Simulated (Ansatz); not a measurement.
Process, species as SMILES: N#N (N2) + 3 [H][H] (H2) → 2 N (NH3)
B3LYP-D3(BJ)/def2-TZVP geometries, fixed; electronic energies without zero-point terms.
Largest species:
```xyz
4

N      0.0022    -0.0038     0.1116
H     -0.0020     0.9512    -0.2281
H      0.8095    -0.4644    -0.2929
H     -0.8232    -0.4600    -0.2599
```

Effect of the final integration grid (spheres per factor e of radius in core and valence, angular degree) at PBE0/aug-cc-pVTZ with Ansatz (a first-principles code), against the last row, where the energy of full hydrogenation is -51.87 kcal/mol. The default's grid is 13, 11, 36.

| setting | largest shift of a total energy (mEh) | shift of the energy of full hydrogenation (kcal/mol) |
|---|---|---|
| accuracy: medium (default) | 0.000 | 0.000 |
| final_grid: 4, 3, 11 | 1.097 | 2.842 |
| final_grid: 6, 5, 17 | 0.083 | 0.158 |
| final_grid: 8, 7, 23 | 0.004 | 0.006 |
| final_grid: 10, 9, 29 | -0.001 | 0.000 |
| final_grid: 18, 15, 47 | 0.000 | 0.000 |
| final_grid: 26, 22, 59 | 0.000 | 0.000 |

Within 0.02 kcal/mol in the energy of full hydrogenation: accuracy: medium (default); final_grid: 8, 7, 23; final_grid: 10, 9, 29; final_grid: 18, 15, 47. The largest shift is 1.097 mEh in a total energy and 2.842 kcal/mol in the difference.
